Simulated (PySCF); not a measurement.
Species: C6H8.
Atom-mapped SMILES: `[CH:1]#[C:2][CH2:3][C:4](=[CH2:5])[CH3:6]` (hydrogens: H7 on C1; H8, H9 on C3; H10, H11 on C5; H12, H13, H14 on C6)

The closed-shell SCF was solved with PySCF and density fitting under several settings on one GFN2-xTB geometry (grid level 2 and gas phase unless stated).

```tsv
settings	basis functions	SCF cycles	E (Eh)	HOMO (eV)	LUMO (eV)	dipole (D)
PBE0/pcSseg-1	142	14	-233.0399	-7.37	0.28	0.57
PBE0/def2-SVPD	184	14	-232.9092	-7.39	0.17	0.57
PBE0/pcSseg-1, IEF-PCM benzene	142	14	-233.0426	-7.36	0.31	0.67
BLYP/6-31G-J, IEF-PCM water, grid level 3, energy threshold 1e-08 Eh	104	10	-233.2400	-5.77	-0.08	0.74
X3LYP/6-311+G(2d,p)	210	14	-233.3144	-7.18	-0.19	0.59
```

Task: Estimate the row for these settings: CAM-B3LYP/pcSseg-1, IEF-PCM acetone, start guess huckel, fitting basis def2-universal-jkfit.

Result: 
```csv
settings,basis functions,SCF cycles,E (Eh),HOMO (eV),LUMO (eV),dipole (D)
"CAM-B3LYP/pcSseg-1, IEF-PCM acetone, start guess huckel, fitting basis def2-universal-jkfit",142,11,-233.2023,-8.69,1.49,0.77
```

Task: Over all rows, what range does the HOMO–LUMO gap span?

Result: From 5.69 eV (BLYP/6-31G-J, IEF-PCM water, grid level 3, energy threshold 1e-08 Eh) to 10.18 eV (CAM-B3LYP/pcSseg-1, IEF-PCM acetone, start guess huckel, fitting basis def2-universal-jkfit). The functional of the narrowest has no exact exchange, that of the widest range-separated exact exchange.

Task: Compare two rows with the functional PBE0: PBE0/pcSseg-1 and PBE0/def2-SVPD. Which energy is lower, and by how much?

Result: PBE0/pcSseg-1 (142 functions) lies 0.1307 Eh or 82 kcal/mol below PBE0/def2-SVPD (184 functions). The smaller set gives the lower energy; the two sets aren't nested, so the variational bound doesn't order them by size.

Cycle counts include a coarse-grid stage where the run had one. All basis functions are spherical, in the Pople sets too. Geometry: GFN2-xTB, one conformer.

Shape of the structure used: `[CH:1]#[C:2][CH2:3][C:4](=[CH2:5])[CH3:6]`: C2–C3–C4–C5 -111°.
